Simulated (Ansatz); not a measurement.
For bcc W, BLYP in Ansatz (PAW) gives:

```
Property             Result
------------------  -------
lattice constant a  3.220 Å
bulk modulus B0     274 GPa
```

Q: What does PBE0 (Ansatz, a program for electronic structure, plane waves, PAW) give for the same quantities?

A: 
- lattice constant a: 3.165 Å (falls by 1.7 %)
- bulk modulus: 336 GPa (increases by 23 %)

For comparison: lattice constant a 3.16 Å (measured, static lattice: zero-point anharmonic expansion removed; as tabulated in Mejia-Rodriguez and Trickey (2018), arXiv:1807.09216); bulk modulus 312 GPa (measured, zero-point energy and finite temperature contributions removed, our sources range from 300 to 328; as tabulated in doi:10.1021/acs.jctc.3c00612).

Changes are worked out from the printed values.

Unless a cell is named, each level is at its own relaxed cell (BLYP 16.69, PBE0 15.85 Å³/atom).

Levels without +SOC leave out spin–orbit coupling, which shifts energies and cells of such heavy elements.

Ansatz's density-functional and Hartree–Fock values are scalar-relativistic unless marked +SOC, with PAW data made under PBE.
